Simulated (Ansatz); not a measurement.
# Worked example: vertical ionisation energy of C6H12 (2,3-dimethyl-1-butene)

C6H12: 18 atoms, total charge 0, spin state singlet. As SMILES, `C=C(C)C(C)C`. The shape is that of a PBE0-D4/def2-TZVP optimisation. This is one conformer, not always the lowest.

Both states at this one shape; open shells run unrestricted unless said. 1 Eh = 27.2114 eV.

```
                              level  program  singlet C6H12 (Eh)  doublet [C6H12]+ (Eh)  HOMO of the first (eV)
 SVWN5/6-31G* (spherical functions)   Ansatz         -233.581616            -233.250583                   -5.72
  BLYP/6-31G* (spherical functions)   Ansatz         -235.681961            -235.364766                   -5.39
r2SCAN/6-31G* (spherical functions)   Ansatz         -235.680805            -235.357668                   -5.85
```

**Question.** Work out the vertical ionisation energy at each level.

**Answer.** 
1. SVWN5/6-31G* (spherical functions): -233.250583 − (-233.581616) = 0.331033 Eh = 9.01 eV; −ε(HOMO) = 5.72 eV.
2. BLYP/6-31G* (spherical functions): -235.364766 − (-235.681961) = 0.317195 Eh = 8.63 eV; −ε(HOMO) = 5.39 eV.
3. r2SCAN/6-31G* (spherical functions): -235.357668 − (-235.680805) = 0.323137 Eh = 8.79 eV; −ε(HOMO) = 5.85 eV.

No measured value is set beside it here; the levels span 8.63 to 9.01 eV. In semi-local functionals −ε(HOMO) lies far under the ionisation energy, a result of self-interaction, while the difference of totals does much better.
